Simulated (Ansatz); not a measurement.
A made-up structure of CH6BSi (charge +1), closed shell:

| atom | x (Å) | y (Å) | z (Å) |
| --- | --- | --- | --- |
| B1 | -1.0756 | 0.6519 | -0.4532 |
| C2 | 0.2684 | 0.6488 | -0.4969 |
| Si3 | 0.3389 | -0.7706 | 0.5684 |
| H4 | -2.2018 | 0.5917 | -0.3703 |
| H5 | 0.7610 | 0.3940 | -1.5467 |
| H6 | 0.8166 | 1.5694 | 0.0142 |
| H7 | 1.7585 | -0.6665 | 0.4404 |
| H8 | -0.3700 | -2.0094 | -0.1406 |
| H9 | -0.2959 | -0.4094 | 1.9848 |

It is relaxed with PBE-D4/def2-SVP and then PBE0-D4/def2-TZVP (Ansatz 0.2.0). Atoms count as bonded within 1.22 times the sum of their covalent radii (H–H: 0.88 Å). The end point is not checked to be a true minimum.

Task: Does its bonding change? (A judgement: the text doesn't fix the answer.)

Result: By the calculation: Yes. Formed: none; broken: B1–Si3.

Where it ends: The first stage lowers the energy by 1.44 eV in 7 steps. It ends as CH₆BSi ([BH][CH2][SiH3]), total charge +1:
| atom | x (Å) | y (Å) | z (Å) |
| --- | --- | --- | --- |
| B1 | -1.2550 | 0.8519 | -0.5983 |
| C2 | 0.1596 | 0.6872 | -0.5226 |
| Si3 | 0.5026 | -0.8949 | 0.6564 |
| H4 | -2.4284 | 0.9197 | -0.6093 |
| H5 | 0.6193 | 0.4490 | -1.4922 |
| H6 | 0.6688 | 1.5371 | -0.0466 |
| H7 | 1.9762 | -0.9523 | 0.6473 |
| H8 | -0.1564 | -2.0397 | -0.0013 |
| H9 | -0.0866 | -0.5580 | 1.9666 |

Labels in which every atom is bracketed show which atoms are joined, not bond orders.

For scale, one of the runs: PBE0-D4/def2-TZVP relaxation, 135 basis functions, launched by `ansatz run in.yaml --threads 2 --pin off --events-out ev --progress --plain --max-ram 4352MiB`. The run took about 8.5 s on 2 CPU threads of an Arm Neoverse V2 (shared host).
